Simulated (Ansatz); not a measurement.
**LiMgH (singlet): wave-function methods side by side at angle Li1–Mg2–H3 = 180.0°, cc-pVTZ**

One table from this session's results is given with a row withheld; the runs are named, their logs left out.

The runs use Ansatz 0.2.0, Gaussian basis; cc-pVTZ, core rule «outside noble gas», up to 6 orbitals frozen.

Plan: UHF; CCSD(T) on RHF; CCSD(T) on UHF; BCCD(T) on RHF; CCSDT(Q) on RHF; CCSDT(Q) on UHF; Full CI.

24 further runs of the same task are left out: 14 for a known fault of the program, 6 that didn't finish, 4 set aside as unsound or not needed.

### The system

The geometry derives from a PBE0/def2-TZVP stationary point (not a proven minimum). One angle is set to the value named; bond lengths are kept.

3 atoms, charge 0, spin multiplicity 1.

Atoms are counted from 1 here; the program's logs count them from 0.

Bond lengths: Mg2–H3 1.746 Å.

The first run:

File in.yaml:

```yaml
crystal:
  periodic: [false, false, false]
  atoms:
    - {symbol: Li, position_ang: [0.000000, 0.000000, 2.442033]}
    - {symbol: Mg, position_ang: [0.000000, 0.000000, -0.347867]}
    - {symbol: H, position_ang: [0.000000, 0.000000, -2.094167]}
basis:
  gaussian: {orbitals: cc-pVTZ}
magnetization: {spin_polarized: true, initial_magnetization: 0}
hamiltonian: {xc: hf}
output: {orbitals: {seedname: orbitals}}
```

Command:

```sh
> ansatz run in.yaml --threads 1 --pin off --events-out ev --progress --plain --max-ram 2393MiB
```

Among the steps run: UHF; CCSD(T) on RHF; CCSD(T) on UHF; BCCD(T) on RHF; CCSDT(Q) on RHF; CCSDT(Q) on UHF; Full CI.

One of the session's tables, all rows but one given; the rest of the session is left out.

| method | from FCI (meV) |
| --- | --- |
| RHF | +1985.7 |
| UHF | +1985.3 |
| RMP2 | +528.5 |
| RCCSD | ? |
| RCCSD(T) | +8.7 |
| BCCD(T) | +8.6 |
| RCCSDT | +1.3 |
| RCCSDT(Q) | +0.2 |
| FCI | 0 |

Q: Estimate the row for RCCSD from the others.

The run gave: from FCI (meV): +34.1. In the column «from FCI (meV)» it lies between RCCSD(T) (+8.7) and RMP2 (+528.5).

Not comparable, so not listed: CCSD(T) on UHF; CCSDT(Q) on UHF (they don't share determinant, frozen orbitals or solution with the rows shown, or repeat one).
